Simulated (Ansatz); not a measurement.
C3H4Cl2 can be A, `Cl/C=C/CCl`, or B, `ClC1(Cl)CC1`.

Computed with Ansatz on PBE0-D4/def2-TZVP structures; ΔE is electronic, products minus reactants. CCSD(T)/CBS is the MP2 limit (def2-TZVPP, def2-QZVPP) plus CCSD(T) − MP2 in def2-TZVPP, frozen cores. Functionals use def2-TZVPP. B3LYP here is the variant with VWN-RPA as its local correlation; programs differ in this. Each species was taken in one conformer, which may not be the lowest.

A:

Z-matrix (Å, degrees):
```
C
Cl 1 1.796
C 1 1.481 2 111.0
H 1 1.089 2 107.0 3 122.4
H 1 1.090 2 105.7 3 -121.3
C 3 1.324 1 121.7 2 115.8
H 3 1.085 1 117.8 2 -64.0
Cl 6 1.715 3 123.4 1 179.2
H 6 1.084 3 123.1 1 -0.8
```

B:

Z-matrix (Å, degrees):
```
C
Cl 1 1.749
C 1 1.485 2 118.4
Cl 1 1.749 2 113.0 3 -144.7
C 1 1.485 2 118.4 3 70.6
H 3 1.082 1 117.0 2 -143.1
H 3 1.082 1 117.0 2 0.3
H 5 1.082 1 117.0 2 143.1
H 5 1.082 1 117.0 2 -0.3
```

**Question.** Which isomer does CCSD(T)/CBS put lower? Give the gap. (Best estimate.)

**Answer.** Computed: A, by 9.9 kcal/mol.

**Question.** Give E(B) − E(A) in kcal/mol with r2SCAN-D4, CCSD(T)/def2-TZVPP, PBE-D4, ωB97M-V, MP2/def2-TZVPP, B3LYP-D4, B2PLYP. (Best estimate.)

**Answer.** The calculation gave: r2SCAN-D4 8.6, CCSD(T)/def2-TZVPP 10.0, PBE-D4 8.5, ωB97M-V 7.9, MP2/def2-TZVPP 7.1, B3LYP-D4 12.1, B2PLYP 11.4. None reverses the order clearly.

Largest T1 diagnostic: 0.010.

The D4 term adds −1.0 kcal/mol with B3LYP and −0.5 kcal/mol with PBE0; it sums over pairs of atoms, weighted by their polarisabilities, and B3LYP, whose exchange is more repulsive, gets the larger term. In def2-TZVPP, CCSD(T) changes the Hartree–Fock value by −3.9 kcal/mol (the triples alone add +0.0 kcal/mol) and MP2 by −6.8 kcal/mol.
